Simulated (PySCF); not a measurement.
Compound: cyclobutanol, C₄H₈O.
Atom-mapped SMILES: `[OH:1][CH:2]1[CH2:3][CH2:4][CH2:5]1` (hydrogens: H6 on O1; H7 on C2; H8, H9 on C3; H10, H11 on C4; H12, H13 on C5)

Structure used (PBE0-D3(BJ)/def2-SVP), in Å, numbered top down from 1:
```xyz
13
C4H8O angstrom
O      1.3795    1.5107   -0.2561
C      0.5058    0.5977    0.3309
C     -0.9228    0.6205   -0.2170
C     -0.9550   -0.9115   -0.0556
C      0.5856   -0.8946   -0.0533
H      2.2270    1.4558    0.1969
H      0.4879    0.7038    1.4344
H     -1.6753    1.2316    0.3027
H     -0.8935    0.9118   -1.2781
H     -1.3612   -1.2098    0.9232
H     -1.4606   -1.5010   -0.8336
H      0.9842   -0.9765   -1.0765
H      1.1289   -1.5906    0.6042
```

Method used: PBE0-D3(BJ)/def2-SVP geometry optimisation, gas phase in PySCF.

Masses are those of the commonest isotopes; rigid-rotor values at the optimised geometry. The values belong to one conformer with, in the numbering `[OH:1][CH:2]1[CH2:3][CH2:4][CH2:5]1`, H–O1–C2–C3 176°, O1–C2–C3–C4 143°, C2–C3–C4–C5 -21°, C3–C4–C5–C2 20°, O1–C2–C5–C4 -139°.

**Question.** Give the principal moments of inertia and the rotational constants in MHz.

**Answer.** Ia = 49.14, Ib = 115.66, Ic = 145.79 u·Å²; 505379 MHz·u·Å²/I gives A = 10284, B = 4369, C = 3466 MHz.

**Question.** Classify the top.

**Answer.** An asymmetric top; Ray's κ = -0.735.

**Question.** Is it planar, by Δ = Ic − Ia − Ib?

**Answer.** Not planar: Δ = Ic − Ia − Ib = -19.02 u·Å². For a rigid frame Δ = −2 Σ m c², so Σ m c² = 9.51 u·Å² lies off the ab plane: 6.98 from hydrogen and 2.53 from heavier atoms. The atom farthest from that plane is 1.50 Å away.

**Question.** Which types of transition are allowed, and where do some lines up to J = 2 fall?

**Answer.** The dipole components are |μa| = 0.14 D, |μb| = 1.03 D, |μc| = 1.01 D. Intensities carry the squares of the components, which stand as 0.02 : 1.00 : 0.97 (a : b : c). Some lines, for components of 0.1 D or more:

```tsv
type	branch	J(Ka,Kc)	MHz	lower level (cm⁻¹)
a	Q	1(1,0) ← 1(1,1)	903	0.459
a	Q	2(1,1) ← 2(1,2)	2709	0.951
c	Q	2(1,2) ← 2(0,2)	5107	0.781
c	Q	1(1,1) ← 1(0,1)	5914	0.261
a	R	1(0,1) ← 0(0,0)	7836	0.000
b	R	2(0,2) ← 1(1,1)	9662	0.459
a	R	2(1,2) ← 1(1,1)	14769	0.459
a	R	2(1,1) ← 1(1,0)	16575	0.489
b	Q	2(2,0) ← 2(1,1)	17838	1.042
b	Q	2(2,1) ← 2(1,2)	20451	0.951
b	R	2(1,2) ← 1(0,1)	20683	0.261
c	R	2(1,1) ← 1(0,1)	23392	0.261
c	R	2(2,0) ← 1(1,0)	34413	0.489
c	R	2(2,1) ← 1(1,1)	35220	0.459
b	R	2(2,0) ← 1(1,1)	35316	0.459
```

Stationary, but not proved a minimum. Constants of a rigid frame at the computed geometry: no zero-point averaging, no centrifugal distortion.
